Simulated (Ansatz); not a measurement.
Two shapes of singlet CH₃N.

Shape 1:

```xyz
5

C     0.0000   -0.0406   -0.5353
N     0.0000   -0.0652    0.6275
H     0.0000    0.8132    0.9736
H     0.0000   -0.9157   -1.0482
H     0.0000    0.8024   -1.1065
```

Shape 2:

```xyz
5

C    -0.0008   -0.0538   -0.5842
N    -0.0025   -0.0770    0.6895
H     0.0057    0.8886    1.0650
H     0.0093   -0.9926   -1.1369
H    -0.0026    0.8638   -1.1980
```

Basis set: def2-TZVP (spherical functions). Left uncorrelated: 2 orbitals. Charge 0, multiplicity 1.

Computed with Ansatz (development build ahead of 0.2.0); each method stands on the lowest determinant of its kind that the runs found.

**Question.** Which shape is lower in energy, and by how much in each method?

**Answer.**

```
 method  E(2) − E(1) (eV)
    RHF            -0.592
RHF-MP2            -0.918
```

Shape 2 is lower. Caution: no unrestricted run beside it, a lower state can exist.
